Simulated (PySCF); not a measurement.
Bonds (- single, = double, # triple, : aromatic): C1=C2 1.338 Å, C2-C3 1.499 Å, C2-C4 1.491 Å, C4-C5 1.488 Å, C5-N6 1.450 Å, N6-C4 1.445 Å. C1 carries H7, H8; C3 carries H9, H10, H11; C4 carries H12; C5 carries H13, H14; N6 carries H15. Stereochemistry as in C=C(C)[C@@H]1CN1. H14 is cis to C2 on the ring; H8 is cis to C3; H13 is trans to C2 on the ring; H7 is trans to C3.

Geometry: PBE0-D3(BJ)/def2-SVP; GIAO absolute shieldings from PySCF 2.14.0 with density-fitted response routines, gas phase, non-relativistic, averaged over equivalent atoms.

At KT2/pcSseg-1 (147 basis functions, 22 s wall time on 1 thread of an Arm Neoverse V1, shared host):
| atoms | σ (ppm) |
| --- | --- |
| C2 | 35.9 |
| C1 | 84.7 |
| C4 | 148.1 |
| C5 | 152.0 |
| C3 | 158.7 |
| N6 | 238.5 |
| H8 | 26.51 |
| H7 | 26.79 |
| H9/H10/H11 | 29.21 |
| H12 | 29.21 |
| H13 | 29.57 |
| H14 | 30.17 |
| H15 | 31.08 |

Q: What do these become at OPBE/pcSseg-1?

A: 
```
     atoms  σ at OPBE/pcSseg-1  change
        C2                38.0    +2.1
        C1                82.1    -2.6
        C4               149.8    +1.7
        C5               154.1    +2.1
        C3               160.5    +1.8
        N6               238.2    -0.3
        H8               26.31   -0.20
        H7               26.60   -0.19
H9/H10/H11               29.25   +0.04
       H12               29.21   +0.00
       H13               29.59   +0.02
       H14               30.17   +0.00
       H15               30.92   -0.16
```

The largest change is at C1 (terminal =CH2 carbon). Cost: 147 basis functions, 22 s wall time on 1 thread of an Arm Neoverse V1, shared host. The order of the carbon signals is the same at both levels.
